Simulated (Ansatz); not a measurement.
# AlFHO: search for lower mean-field states from a Python script

The task is a search for lower mean-field states, for AlFHO.

Program: Ansatz 0.2.0, driven from Python. Level of theory: PBE/def2-SVP. These are calculated values, not measurements.

### Step 1. The structure

Bond lengths: O1–Al2 1.867 Å, Al2–F3 1.830 Å, Al2–H4 1.667 Å. Angles: O1–Al2–F3 120.9°, O1–Al2–H4 118.2°, F3–Al2–H4 120.8°.

No structure file is read: the coordinates are typed or built in the script.

### Step 2. Script

The input, alfho_states.py:

```python
# -*- coding: utf-8 -*-
'''Restricted and unrestricted solutions of AlFHO, stretched and not.'''

import ansatz as az
import numpy as np

GEOMETRY = '''
O    -0.09830   -1.14540    1.43250
Al    0.02680    0.03110   -0.01130
F    -1.22550    0.01590   -1.34590
H     1.35250    1.03820   -0.09560
'''

alfho = az.Crystal.molecule()
for line in GEOMETRY.strip().splitlines():
    symbol, *xyz = line.split()
    alfho = alfho.atom(symbol, [float(v) for v in xyz])
symbols = [site.symbol for site in alfho.cartesian_sites]

start = np.array([site.position_ang for site in alfho.cartesian_sites])
for factor in [1.0, 1.25, 1.6]:
    xyz = (start - start.mean(axis=0)) * factor
    scaled = az.Crystal.molecule()
    for symbol, place in zip(symbols, xyz):
        scaled = scaled.atom(symbol, place.tolist())
    calc = scaled.calculation()
    calc = calc.basis(gaussian='def2-SVP').functional('pbe')
    calc = calc.spin('collinear', total=1)
    for search in ('off', 'standard'):
        try:
            data = calc.scf(lower_state_search=search).run(threads=1).report
        except az.AnsatzError as error:
            print(f'x{factor} search {search}: {type(error).__name__}')
            continue
        state = data['mean_field']['state']
        print(f'all distances x{factor}, search {search:8s} E = {data["free_energy_ev"]:.5f} eV  <S^2> = {abs(state["spin_squared"]):.3f}  other states met: {len(data["mean_field"]["others"])}')
```

### Step 3. Launch

Run with:

```console
$ python alfho_states.py
```

Log:

```text
all distances x1.0, search off      E = -11362.64415 eV  <S^2> = 0.754  other states met: 0
all distances x1.0, search standard E = -11362.64415 eV  <S^2> = 0.754  other states met: 6
all distances x1.25, search off      E = -11358.24894 eV  <S^2> = 0.776  other states met: 0
all distances x1.25, search standard E = -11358.24894 eV  <S^2> = 0.776  other states met: 6
all distances x1.6, search off      E = -11353.41396 eV  <S^2> = 1.697  other states met: 0
all distances x1.6, search standard E = -11353.79544 eV  <S^2> = 1.742  other states met: 12
```

Wall time 45 s (1 thread of Arm Neoverse V1, shared host); peak memory 0.18 GiB.

Lines on the test bed's own set-up are left out of the output.

A comment line of the script is reworded here; the code is as run.

### Step 4. The engine's runs

From the records of these 6 runs:

| run | search | energy from run 1 (eV) | <S²> | SCF cycles | CPU time (s) |
| --- | --- | --- | --- | --- | --- |
| 1 | off | 0.0000 | 0.75 | 24 | 0.95 |
| 2 | standard | 0.0000 | 0.75 | 51 | 3.2 |
| 3 | off | 4.3952 | 0.78 | 16 | 1.2 |
| 4 | standard | 4.3952 | 0.78 | 64 | 6 |
| 5 | off | 9.2302 | 1.70 | 50 | 7 |
| 6 | standard | 8.8487 | 1.74 | 314 | 27 |

### Step 5. Summary of results

```
                       quantity                              value
lower state found by the search  0.381 eV lower at distances × 1.6
                  runs compared                                  6
```

Where bonds are stretched, a single start can end above the lowest mean-field state, which breaks spin symmetry. In CPU time, run 6 cost about 30 times as much as run 1. Caveats:
- The count of other states can hold repeated and symmetry-equivalent ends of the search; scaling all distances is a test, and for more than two atoms no physical path.
- The geometry comes from a force field and isn't relaxed at this level.
- The species is open-shell (spin multiplicity 2).
